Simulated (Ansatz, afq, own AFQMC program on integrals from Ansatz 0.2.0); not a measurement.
Integrals from Ansatz 0.2.0, then the random walk in our own AFQMC program (afq).

```yaml
crystal:
  periodic: [false, false, false]
  atoms:
    - {symbol: C, position_ang: [0.000000, -0.108760, 0.007084]}
    - {symbol: H, position_ang: [0.000000, 0.688667, -0.959414]}
    - {symbol: H, position_ang: [0.000000, 0.607333, 0.875003]}
basis:
  gaussian: {orbitals: aug-cc-pVDZ}
total_charge: -1
magnetization: {spin_polarized: true, initial_magnetization: 1}
correlation: {method: ccsd_t, electrons: outside_noble_gas, hamiltonian_folder: ham}
```

```sh
$ ansatz run in.yaml --threads 1 --pin off --events-out ev --progress --plain --max-ram 1382MiB
```

Options of the walk:

```
--method phaseless --trial cisd --walkers 60 --populations 1 --least-time 40 --time-step 0.005 --steps-per-block 50 --equilibration-blocks 28 --max-blocks 300 --target-error 0.00032 --factor-cut 1e-05 --start spin_pure --seed 8614 --release-times 0.24,0.51,0.99,1.62,2.4 --release-step 0.03 --release-every 4 --taylor-order 6
```

Times are imaginary, in 1/Eh. The walk had a cap of 1149 s.

Log:

```
orbitals 40  electrons 4 3  factors 310 of 408
reference energy -38.88556428 Eh
CCSD correlation -0.16856194 Eh in 15 cycles, weight of the determinant in the CISD state 0.9071
energy of the start -39.053782 Eh
 block  time / (1/Eh)  mean weight  energy / Eh
     1     0.250  1.0018  -39.052659
     2     0.500  0.9999  -39.054495
     3     0.750  1.0004  -39.058634
     4     1.000  0.9992  -39.057541
     5     1.250  0.9999  -39.062270
     9     2.250  0.9997  -39.076216
    33     8.250  1.0007  -39.059381
    65    16.250  1.0006  -39.063807
    97    24.250  1.0014  -39.060244
   129    32.250  0.9980  -39.063731
   153    38.250  1.0017  -39.067003
   161    40.250  1.0009  -39.057783
   193    48.250  1.0004  -39.058636
   225    56.250  1.0010  -39.055491
   257    64.250  0.9995  -39.058260
   289    72.250  1.0012  -39.057619
   321    80.250  0.9994  -39.056280
blocks merged  error / Eh  count
     1  0.000228  300
     2  0.000284  150
     4  0.000359  75
     8  0.000431  37
    16  0.000473  18
    32  0.000401  9
released: time / (1/Eh)  energy / Eh  error  mean overlap
  0.24  -39.061220  0.000386  1.0008
  0.51  -39.061299  0.000376  1.0034
  0.99  -39.061425  0.000331  1.0050
  1.62  -39.061537  0.000433  1.0083
  2.40  -39.061281  0.000432  1.0012
energy -39.060863 +/- 0.000473 Eh
(rows thinned)
```

The run passed its tests (sampling time, drift between the halves within three errors, error under three times the target), which doesn't prove that it has relaxed.

Against this walk (error 12.9 meV) on the same determinant: CCSD(T) 16.7 meV higher (within the noise), CCSDT(Q) 17.4 meV lower (within the noise). The error is statistical and leaves out the bias of the constraint. Released to 2.40 1/Eh the energy moves by -11 ± 17 meV (both errors), within twice the noise.

Cautions: constraint bias not in the error; error above the target (12.9 against 8.7 meV).

The walk took 11 min on 1 thread of Arm Neoverse N1, on a shared host. The log's last line is the phaseless energy.

CCSDT and higher add their correlation energy to the determinant of the CCSD(T) run, since their own runs factorise the integrals more tightly (a shift of under 2 meV). A walk keeps the symmetry of its determinant, which the program's search chose and which needn't be the lowest solution, so a lower state of the same spin and another symmetry isn't excluded.
